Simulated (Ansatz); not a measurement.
**CH5O+: one structure at several levels**

An exercise on one series of results from a longer session: the logs are not shown, and one member is left open.

The runs use Ansatz 0.2.0, Gaussian basis; single points in def2-TZVPP.

Correlated methods freeze the cores.

## The starting structure

SMILES `C[OH2+]`, 7 atoms, charge 1, spin multiplicity 1.

Atoms are counted from 1 here; the program's logs count them from 0.

Bond lengths: C1–O2 1.507 Å, C1–H3 0.997 Å, C1–H4 1.262 Å, C1–H5 1.188 Å, O2–H6 0.991 Å, O2–H7 1.149 Å. Angles: O2–C1–H3 108.7°, O2–C1–H4 103.3°, O2–C1–H5 115.2°, H3–C1–H4 105.0°, H3–C1–H5 111.2°, H4–C1–H5 112.8°, C1–O2–H6 115.1°, C1–O2–H7 113.5°, H6–O2–H7 103.4°.

As a file:

```xyz
7
charge 1, multiplicity 1
C    -0.3238   -0.4468   -0.2324
O     0.2613    0.4637    0.8167
H    -0.1280   -1.3915    0.0194
H    -1.5681   -0.3168   -0.0673
H     0.0181   -0.2199   -1.3473
H     0.1121    1.4313    0.6638
H     1.4039    0.3816    0.9102
```

The first run:

run/in.yaml

```yaml
crystal:
  periodic: [false, false, false]
  atoms:
    - {symbol: C, position_ang: [-0.323800, -0.446800, -0.232400]}
    - {symbol: O, position_ang: [0.261300, 0.463700, 0.816700]}
    - {symbol: H, position_ang: [-0.128000, -1.391500, 0.019400]}
    - {symbol: H, position_ang: [-1.568100, -0.316800, -0.067300]}
    - {symbol: H, position_ang: [0.018100, -0.219900, -1.347300]}
    - {symbol: H, position_ang: [0.112100, 1.431300, 0.663800]}
    - {symbol: H, position_ang: [1.403900, 0.381600, 0.910200]}
basis:
  gaussian: {orbitals: def2-TZVPP}
total_charge: 1
correlation: {method: ccsd_t}
output: {forces: true}
```

The command line of these runs was not kept.

Steps of the session up to this table: CCSD(T)/def2-TZVPP; PBE0-D4/def2-TZVPP; wB97M-V/def2-TZVPP; r2SCAN-D4/def2-TZVPP; PBE-D4/def2-TZVPP; CAM-B3LYP-D4/def2-TZVPP; wB97X-V/def2-TZVPP.

One table of the session follows, with a row left open; its other results are not shown here.

```
      method  RMS force component (eV/Å)  angle to CCSD(T) forces (°)
     CCSD(T)                       2.457                    reference
     PBE0-D4                       2.466                          2.6
     wB97M-V                       2.462                          1.3
   r2SCAN-D4                       2.429                          0.8
      PBE-D4                       2.349                          4.7
CAM-B3LYP-D4                       2.458                          2.1
     wB97X-V                           ?                            ?
```

**Question.** Estimate the row for wB97X-V.

**Answer.** RMS force component (eV/Å): 2.502; angle to CCSD(T) forces (°): 1.3. In the column «RMS force component (eV/Å)» it is the highest.
